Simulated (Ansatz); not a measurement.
fcc Al was calculated with LDA (Ansatz, a program for electronic structure, PAW).

A relaxed, unreconstructed slab of the (211) face has 24 atoms, two equal faces of 19.440 Å² each and an energy of -12306.3699 eV. A bulk cell of 6 atoms with the same orientation and in-plane k mesh has -3077.2713 eV. Energies are extrapolated to zero smearing.

Settings: plane-wave cutoff 500 eV, 8×20×1 k mesh (along the axes of the cell as run), Fermi–Dirac smearing 0.1 eV, scalar-relativistic PAW data made under PBE.

Worked out: γ = (E_slab − N E_bulk per atom)/2A = [-12306.3699 − 24 × (-3077.2713/6)]/(2 × 19.440) = 0.0698 eV/Å². With 16.022 J/m² per eV/Å² this is 1.12 J/m², or 1.36 eV per surface cell and face.
